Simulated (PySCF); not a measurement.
CS2, SMILES S=C=S (connectivity only; charge and spin as stated), charge -1, multiplicity 2.

Geometry optimised at PBE0-D3(BJ)/def2-TZVPD. The multiplicity is an assumed one; other spin states were not compared.

Computed with PySCF with PBE0-D3(BJ)/def2-TZVPD.

Frequencies are harmonic and unscaled.

```json
[
 {"mode": "1", "ν (cm⁻¹)": "319", "IR (km/mol)": "7.1", "moving atoms (share of kinetic energy)": "C 51 %, S 49 %"},
 {"mode": "2", "ν (cm⁻¹)": "663", "IR (km/mol)": "14.3", "moving atoms (share of kinetic energy)": "S 67 %, C 33 %"},
 {"mode": "3", "ν (cm⁻¹)": "1230", "IR (km/mol)": "584.6", "moving atoms (share of kinetic energy)": "C 83 %, S 17 %"}
]
```
